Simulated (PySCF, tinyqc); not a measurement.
Worked calculation: G0W0 on RHF in the sto-6g basis, for LiH, spin multiplicity 1. The lowest restricted solution is unstable here: a spin-polarised one lies 0.0013 hartree lower (PySCF). One step of it, computed by the program tinyqc.

Problem. Iteration 1: building the Fock matrix. J_ij = sum D_kl (ij|kl), K_ij = sum D_kl (ik|jl); F = H + J - 0.5 K; E = tr D H + tr D J / 2 - 0.25 tr D K + E_nn.

D at the start, order 1Li 1s, 1Li 2s, 1Li 2px, 1Li 2py, 1Li 2pz, 2H 1s:
```
[[2.075384, -0.221955, 0.000000, 0.000000, 0.005546, -0.019433],
 [-0.221955, 1.011306, 0.000000, 0.000000, -0.006967, 0.094758],
 [0.000000, 0.000000, 0.000000, 0.000000, 0.000000, 0.000000],
 [0.000000, 0.000000, 0.000000, 0.000000, 0.000000, 0.000000],
 [0.005546, -0.006967, 0.000000, 0.000000, 0.003395, 0.054537],
 [-0.019433, 0.094758, 0.000000, 0.000000, 0.054537, 0.921040]]
```

core Hamiltonian H = T + V (hartree), order 1Li 1s, 1Li 2s, 1Li 2px, 1Li 2py, 1Li 2pz, 2H 1s:
```
[[-4.699544, -0.997817, 0.000000, 0.000000, -0.009659, -0.093840],
 [-0.997817, -1.331663, 0.000000, 0.000000, -0.091916, -0.421198],
 [0.000000, 0.000000, -1.094779, 0.000000, 0.000000, 0.000000],
 [0.000000, 0.000000, 0.000000, -1.094779, 0.000000, 0.000000],
 [-0.009659, -0.091916, 0.000000, 0.000000, -1.164834, -0.570152],
 [-0.093840, -0.421198, 0.000000, 0.000000, -0.570152, -1.218252]]
```

Two-electron integrals (ij|kl) in chemists' order, unique and non-zero (hartree):
```
(11|11) 1.681247   (21|11) 0.242603   (21|21) 0.044507   (22|11) 0.397190
(22|21) 0.090279   (22|22) 0.290625   (31|31) 0.009437   (32|31) 0.014261
(32|32) 0.064236   (33|11) 0.397190   (33|21) 0.090279   (33|22) 0.290625
(33|33) 0.313125   (41|41) 0.009437   (42|41) 0.014261   (42|42) 0.064236
(43|43) 0.016875   (44|11) 0.397190   (44|21) 0.090279   (44|22) 0.290625
(44|33) 0.279374   (44|44) 0.313125   (51|51) 0.009437   (52|51) 0.014261
(52|52) 0.064236   (53|53) 0.016875   (54|54) 0.016875   (55|11) 0.397190
(55|21) 0.090279   (55|22) 0.290625   (55|33) 0.279374   (55|44) 0.279374
(55|55) 0.313125   (61|11) 0.021856   (61|21) 0.003952   (61|22) 0.008199
(61|33) 0.008080   (61|44) 0.008080   (61|51) 0.000533   (61|52) 0.001118
(61|55) 0.008438   (61|61) 0.000390   (62|11) 0.084450   (62|21) 0.019622
(62|22) 0.071191   (62|33) 0.067140   (62|44) 0.067140   (62|51) 0.003194
(62|52) 0.022058   (62|55) 0.079291   (62|61) 0.002155   (62|62) 0.033840
(63|31) 0.001271   (63|32) 0.006672   (63|53) 0.002939   (63|63) 0.001818
(64|41) 0.001271   (64|42) 0.006672   (64|54) 0.002939   (64|64) 0.001818
(65|11) 0.113259   (65|21) 0.026499   (65|22) 0.098763   (65|33) 0.091981
(65|44) 0.091981   (65|51) 0.004971   (65|52) 0.034272   (65|55) 0.112327
(65|61) 0.003000   (65|62) 0.050781   (65|65) 0.076767   (66|11) 0.249038
(66|21) 0.058658   (66|22) 0.234061   (66|33) 0.214354   (66|44) 0.214354
(66|51) 0.009556   (66|52) 0.085124   (66|55) 0.273477   (66|61) 0.006633
(66|62) 0.146704   (66|65) 0.226498   (66|66) 0.774999
```

nuclear repulsion = 0.74742544 hartree

Give: Coulomb J; exchange K; Fock matrix F; total energy of this density.

Solution.

Coulomb J (hartree), order 1Li 1s, 1Li 2s, 1Li 2px, 1Li 2py, 1Li 2pz, 2H 1s:
```
[[4.041, 0.636, 0.000, 0.000, 0.010, 0.059],
 [0.636, 1.319, 0.000, 0.000, 0.086, 0.386],
 [0.000, 0.000, 1.299, 0.000, 0.000, 0.000],
 [0.000, 0.000, 0.000, 1.299, 0.000, 0.000],
 [0.010, 0.086, 0.000, 0.000, 1.358, 0.550],
 [0.059, 0.386, 0.000, 0.000, 0.550, 1.493]]
```

exchange K (hartree), order 1Li 1s, 1Li 2s, 1Li 2px, 1Li 2py, 1Li 2pz, 2H 1s:
```
[[3.427, 0.500, 0.000, 0.000, 0.005, 0.054],
 [0.500, 0.393, 0.000, 0.000, 0.062, 0.240],
 [0.000, 0.000, 0.081, 0.000, 0.000, 0.000],
 [0.000, 0.000, 0.000, 0.081, 0.000, 0.000],
 [0.005, 0.062, 0.000, 0.000, 0.169, 0.262],
 [0.054, 0.240, 0.000, 0.000, 0.262, 0.800]]
```

Fock matrix F (hartree), order 1Li 1s, 1Li 2s, 1Li 2px, 1Li 2py, 1Li 2pz, 2H 1s:
```
[[-2.372, -0.612, 0.000, 0.000, -0.003, -0.062],
 [-0.612, -0.209, 0.000, 0.000, -0.037, -0.156],
 [0.000, 0.000, 0.163, 0.000, 0.000, 0.000],
 [0.000, 0.000, 0.000, 0.163, 0.000, 0.000],
 [-0.003, -0.037, 0.000, 0.000, 0.109, -0.152],
 [-0.062, -0.156, 0.000, 0.000, -0.152, -0.125]]
```

total energy of this density = -7.72253 hartree

This density is the starting one; it is not idempotent, so its energy is not variational and may lie below the converged one.
